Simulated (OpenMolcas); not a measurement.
## AlO (oxoaluminum): methods side by side

The species is AlO (2 atoms), meant as a doublet with charge 0. SMILES: `[O]=[Al]`. The shape is that of a PBE0-D4/def2-TZVP optimisation.

```xyz
2

O     0.0000    0.0000   -0.0249
Al    0.0000    0.0000    1.5950
```

Each level gives the vertical ionisation energy (to the singlet cation) (eV). The values are calculated.

| level | kind | program | value (eV) | CPU time (all runs) |
| --- | --- | --- | --- | --- |
| UHF/def2-TZVPPD | Hartree–Fock | OpenMolcas | 10.47 | 11 s |
| USVWN5/def2-TZVPPD | LDA | OpenMolcas | 10.26 | 20 s |
| U-revPBE/def2-TZVPPD | GGA | OpenMolcas | 10.10 | 29 s |
| UBLYP/def2-TZVPPD | GGA | OpenMolcas | 10.04 | 29 s |
| UTPSS/def2-TZVPPD | meta-GGA | OpenMolcas | 10.18 | 44 s |
| UB3LYP/def2-TZVPPD | global hybrid | OpenMolcas | ? | 33 s |
| UBHLYP/def2-TZVPPD | global hybrid | OpenMolcas | 10.47 | 30 s |
| UM06-2X/def2-TZVPPD | hybrid meta-GGA | OpenMolcas | ? | 47 s |
| FCI/STO-3G | exact in the basis | OpenMolcas | 4.87 | 3.7 s |

Question: Estimate the missing values from the other rows.

Answer: As computed at these levels: UB3LYP/def2-TZVPPD: 10.36 eV; UM06-2X/def2-TZVPPD: 10.45 eV. The values span 4.87 to 10.47 eV. High-level rows in very small sets aren't better than simpler rows in larger ones. Times are those of the runs behind each value, whatever else they computed, on shared processors of several kinds: orders of magnitude only.
